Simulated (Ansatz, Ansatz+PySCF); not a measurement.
```xyz
12

C     1.3986    0.0093    0.0002
C     0.7030    1.2131    0.0066
C    -0.6987    1.2178    0.0020
C    -1.3908   -0.0086   -0.0029
C    -0.6955   -1.1984   -0.0015
C     0.7054   -1.2136   -0.0025
H     2.4974    0.0031   -0.0008
H     1.2412    2.1468    0.0056
H    -1.2478    2.1631   -0.0038
H    -2.4971    0.0006    0.0039
H    -1.2433   -2.1583    0.0093
H     1.2390   -2.1540   -0.0086
```

RHF on singlet C₆H₆ was run in several spherical basis sets with Ansatz (development build ahead of 0.2.0).

Task: Rank the basis sets by the total energy that they give, lowest first, with the distance from the lowest.
A. STO-3G
B. 6-31G(d)
C. cc-pVDZ
D. def2-SVP

Result: C (0.00 eV), B (0.57 eV), D (5.07 eV), A (77.05 eV).

Totals follow the description of the cores as much as that of the bonds, so this order isn't one of quality for chemistry.
